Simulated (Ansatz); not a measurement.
A nudged elastic band was laid between two geometries of CH6Si + H3N (12 atoms, charge 0, multiplicity 1).

All numbers below come from RKS B3LYP-D4/6-31G* (Ansatz 0.2.0).

| Item | Value |
| --- | --- |
| movable images | 9 |
| climbing image | yes |
| spring | 5.0 eV/Å² |
| optimiser | quadratic models (default) |
| start path | through a guess of the saddle point |
| force threshold | 0.03 eV/Å |
| iteration limit | 60 |
| end points | relaxed |

First end point:

```xyz
12
Properties=species:S:1:pos:R:3
Si 0.354 0.009 -0.036
H 0.417 -0.304 1.418
C 2.085 0.038 -0.785
H 2.580 -0.932 -0.668
H 2.046 0.269 -1.855
H 2.710 0.796 -0.299
H -0.313 1.330 -0.200
H -0.489 -1.024 -0.699
N -2.942 -0.050 1.420
H -2.885 -0.602 0.565
H -2.641 0.891 1.172
H -2.230 -0.421 2.047
```

Last end point:

```xyz
12
Properties=species:S:1:pos:R:3
Si -0.398 0.403 -0.847
H -0.372 0.033 3.632
C 1.365 -0.193 -0.584
H 1.422 -1.288 -0.601
H 2.027 0.183 -1.372
H 1.749 0.148 0.383
H -0.496 1.886 -0.764
H -0.821 0.014 -2.232
N -1.410 -0.215 0.434
H -1.506 -1.220 0.534
H -2.308 0.230 0.587
H -0.559 0.018 2.909
```

(1) Which bonds break or form, and what moves?

(2) What energy profile does the band end with?

(3) What is the geometry of the highest image?

## Answers

(1) Bonds broken: Si1–H2, N9–H12. Bonds formed: Si1–N9, H2–H12. CH6Si + H3N becomes CH7NSi + H2.

(2) The forces met the threshold. The highest image is number 4 of 0 to 10, 1.97 eV above the first end and 2.16 eV above the last; the last end lies 0.19 eV below the first. Neighbouring images differ by up to 1.8 eV, so the band resolves the path poorly. A vibrational analysis at the climbing image gives one clearly imaginary mode, 1380i cm⁻¹: a first-order saddle point. The orbitals stay closed-shell, which can raise the energy where a bond breaks towards radicals; this wasn't checked here.

```json
{"image": "0", "path coordinate (Å)": "0.00", "energy (eV)": "0.00", "Si1–H2 (Å)": "1.49", "N9–H12 (Å)": "1.02", "Si1–N9 (Å)": "3.60"}
{"image": "1", "path coordinate (Å)": "1.91", "energy (eV)": "0.05", "Si1–H2 (Å)": "1.49", "N9–H12 (Å)": "1.02", "Si1–N9 (Å)": "3.83"}
{"image": "2", "path coordinate (Å)": "3.81", "energy (eV)": "0.06", "Si1–H2 (Å)": "1.49", "N9–H12 (Å)": "1.02", "Si1–N9 (Å)": "4.01"}
{"image": "3", "path coordinate (Å)": "5.72", "energy (eV)": "0.18", "Si1–H2 (Å)": "1.49", "N9–H12 (Å)": "1.02", "Si1–N9 (Å)": "2.70"}
{"image": "4", "path coordinate (Å)": "7.62", "energy (eV)": "1.97", "Si1–H2 (Å)": "1.98", "N9–H12 (Å)": "1.19", "Si1–N9 (Å)": "1.92"}
{"image": "5", "path coordinate (Å)": "8.31", "energy (eV)": "0.58", "Si1–H2 (Å)": "2.45", "N9–H12 (Å)": "1.78", "Si1–N9 (Å)": "1.78"}
{"image": "6", "path coordinate (Å)": "9.00", "energy (eV)": "-0.03", "Si1–H2 (Å)": "3.05", "N9–H12 (Å)": "2.19", "Si1–N9 (Å)": "1.75"}
{"image": "7", "path coordinate (Å)": "9.69", "energy (eV)": "-0.15", "Si1–H2 (Å)": "3.59", "N9–H12 (Å)": "2.49", "Si1–N9 (Å)": "1.74"}
{"image": "8", "path coordinate (Å)": "10.38", "energy (eV)": "-0.19", "Si1–H2 (Å)": "4.01", "N9–H12 (Å)": "2.62", "Si1–N9 (Å)": "1.74"}
{"image": "9", "path coordinate (Å)": "11.07", "energy (eV)": "-0.19", "Si1–H2 (Å)": "4.25", "N9–H12 (Å)": "2.64", "Si1–N9 (Å)": "1.74"}
{"image": "10", "path coordinate (Å)": "11.76", "energy (eV)": "-0.19", "Si1–H2 (Å)": "4.49", "N9–H12 (Å)": "2.63", "Si1–N9 (Å)": "1.74"}
```

(3) 
```xyz
12
Properties=species:S:1:pos:R:3
Si -0.291 0.498 -0.253
H 0.147 0.799 1.652
C 1.425 -0.266 -0.421
H 1.425 -1.276 0.006
H 1.715 -0.351 -1.474
H 2.169 0.316 0.128
H -0.491 1.965 -0.284
H -0.979 0.066 -1.534
N -1.549 -0.389 0.887
H -1.509 -1.410 0.877
H -2.524 -0.090 0.808
H -0.846 0.137 1.688
```

Run time: 13 min on 1 thread of Arm Neoverse V1, on a shared host, peak memory 0.14 GiB.
